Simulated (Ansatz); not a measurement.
in.yaml

```yaml
crystal:
  periodic: [false, false, false]
  atoms:
    - {symbol: Si, position_ang: [-0.021946, 0.021982, 0.021810]}
    - {symbol: H, position_ang: [0.833904, 0.880727, 0.878641]}
    - {symbol: H, position_ang: [-0.881497, -0.832441, 0.879256]}
    - {symbol: H, position_ang: [-0.876676, 0.877517, -0.839339]}
    - {symbol: H, position_ang: [1.535774, -1.538323, -1.526284]}
basis:
  gaussian: {orbitals: 6-31G}
magnetization: {spin_polarized: false}
correlation: {method: ccsdtq, electrons: outside_noble_gas}
```

```sh
$ ansatz run in.yaml --threads 1 --pin off --events-out ev --progress --plain --max-ram 2393MiB
```

Log:

```
457 factors; integrals over basis functions are off by at most 6.7e-8 eV
mean field evaluation 1: about -7919.2226 eV, gradient 8.1e0 eV
mean field evaluation 2: about -7919.2211 eV, gradient 8.1e0 eV
mean field evaluation 4: about -7919.6041 eV, gradient 6.4e-1 eV
mean field evaluation 8: about -7919.6063 eV, gradient 1.3e-6 eV
mean field evaluation 16: about -7919.6084 eV, gradient 1.2e-2 eV
mean field -7919.60626320 eV, -291.0401620708 hartree, gradient 1.1e-6 eV, S^2 0.000000; 1 other end points of the search recorded, 0 dependent functions left out; unrestricted orbitals would lower it
5 core orbitals not correlated: weight in the atoms' cores, before any rotation towards them, 1.000 or more for the frozen orbitals, at most 0.000 for the correlated occupied ones
reference -7919.60626320 eV, -291.0401620708 hartree; 4, 4 occupied and 12, 12 virtual orbitals, 457 factors
second order -2.11212981 eV of doubles, -0.00000000 eV of singles
cycle   1  -2.74492408 eV  change   -6.3e-1 eV  update   1.1e-1
cycle   2  -3.39630139 eV  change   -6.5e-1 eV  update   6.5e-2
cycle   3  -3.38779641 eV  change    8.5e-3 eV  update   1.4e-2
cycle   4  -3.39262421 eV  change   -4.8e-3 eV  update   5.2e-3
cycle   5  -3.39693445 eV  change   -4.3e-3 eV  update   1.4e-3
cycle   6  -3.39484107 eV  change    2.1e-3 eV  update   4.2e-4
cycle   7  -3.39533679 eV  change   -5.0e-4 eV  update   1.4e-4
cycle   8  -3.39546318 eV  change   -1.3e-4 eV  update   4.5e-5
cycle   9  -3.39539819 eV  change    6.5e-5 eV  update   1.8e-5
cycle  10  -3.39540383 eV  change   -5.6e-6 eV  update   5.3e-6
cycle  11  -3.39540505 eV  change   -1.2e-6 eV  update   2.0e-6
cycle  12  -3.39540736 eV  change   -2.3e-6 eV  update   7.7e-7
cycle  13  -3.39540703 eV  change    3.3e-7 eV  update   2.3e-7
Total energy: -7923.00167024 eV, -291.1649409778 hartree
```

For the same geometry and basis full CI lies 0.1 meV lower.

Ran on 1 thread of Arm Neoverse V1, shared host: 2.8 s wall, 0.18 GiB peak host memory.
